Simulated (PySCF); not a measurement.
# Peak assignment

Atom-mapped SMILES (the numbers label the heavy atoms): `[O:1]=[C:2]([OH:3])[CH:4]1[CH2:5][CH2:6]1`. Each H is labelled by its parent atom. Ha(C5), Ha(C6) are cis to C2 on the ring; Hb(C5), Hb(C6) are trans to C2 on the ring.

Rapidly exchanging positions averaged, single conformer, relativity neglected, gas phase. Shieldings: GIAO PBE0/pcSseg-1; J: B3LYP/pcJ-1 (without the spin–dipole term); structure optimised with GFN2-xTB; PySCF.

Chemical shifts δ = σref − σ; ¹³C and ¹H vs TMS, all at this level.

Task: Assign these signals to the numbered atoms. ¹³C{¹H} NMR (computed): δ 180.6 (C), 13.6 (CH), 11.8 (CH2).

Result: 
180.6 → C2, carboxylic acid carbon: it is a carbonyl in resonance with an O or N lone pair, the region of acids, esters and amides
13.6 → C4, three-membered-ring carbon: carbons of three-membered rings are unusually shielded
11.8 → C5/C6, three-membered-ring carbon

C4 and C5/C6 lie closer than the usual error of such a calculation, so a measured spectrum could show them in the other order.

Task: Assign these signals to the numbered atoms. ¹H NMR (400 MHz, computed): δ 6.08 (br s, 1H), 1.65 (tt, J = 9.0, 5.2 Hz, 1H), 1.02 (m, 2H), 0.90 (m, 2H).

Result: 
6.08 → H(O3), hydrogen on an acid hydroxyl oxygen: exchangeable; this is the value without hydrogen bonding to other molecules
1.65 → H(C4), hydrogen on a three-membered-ring carbon
1.02 → Ha(C5)/Ha(C6), hydrogen on a three-membered-ring carbon: cyclopropane-type protons are shielded by the ring
0.90 → Hb(C5)/Hb(C6), hydrogen on a three-membered-ring carbon

Ha(C5)/Ha(C6) and Hb(C5)/Hb(C6) lie closer than the usual error of such a calculation, so a measured spectrum could show them in the other order.

The OH or NH signal is concentration- and solvent-dependent in practice; the value given is the gas-phase one. Multiplet labels drop couplings under 1 Hz and merge nearly equal ones. Couplings among chemically equivalent protons are left out too, so labels in AA′BB′ or AA′XX′ sets are apparent multiplicities. Unscaled 3J(H,H) at this level run about 10 % above measured values. Shifts are as computed. Against solution values, carbons near 30 ppm lie about +3 ppm off and those near 130 ppm about +5 ppm. Of 1211 compounds with measured shifts, 218 miss one by over three times the rms of a fit or turn the order of signals round; such compounds aren't used in these exercises. Hydrogen bonding in solution deshields acid and N–H amide carbonyl carbons by as much as 10 ppm beyond these values.
